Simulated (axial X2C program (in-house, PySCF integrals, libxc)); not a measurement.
The numbers below are computed, except where a source is named.
# PF⁺: input and output

Program: an axial X2C code built on PySCF integrals.

The run was started with this input:
```json
{
 "zs": [
  15,
  9
 ],
 "q": 1,
 "bas": [
  "dyall-v3z",
  "dyall-av3z"
 ],
 "levels": [
  "PBE0",
  "HF",
  "BP86"
 ],
 "cc": true,
 "r0": 1.75,
 "thr": -2.0,
 "nmax": 90,
 "npts": 10,
 "nst": 2,
 "ntry": 6
}
```
```bash
python so2c.py task.json out
```

Keys: zs atomic numbers; q charge; bas basis sets; levels methods; cc coupled cluster on or off; r0 starting distance in Å; thr threshold in hartree for freezing inner shells (an s shell follows its p shell); nmax most natural virtual spinors; npts points on the curve; nst determinants followed; ntry starts of the search. HF also brings MP2.

Output of the PBE0 step, two-component, at R = 1.524 Å for the state Ω = 1/2. It starts from the PBE0 orbitals of the search at 1.524 Å.

```
two-component X2C + atomic mean field  PBE0
basis functions 100  fitting functions 566  grid points 4353
iter        total energy     max residual
   1       -441.497144550     4.58e-06
   2       -441.497144551     4.48e-06
converged
one-electron -697.01252241  Coulomb 241.93528267  exact exchange -8.11695717  xc functional -25.12436707  nuclear repulsion 46.87593404  atomic mean-field constant -0.05451461
```
Energies are in hartree; totals compare only within one Hamiltonian and basis.
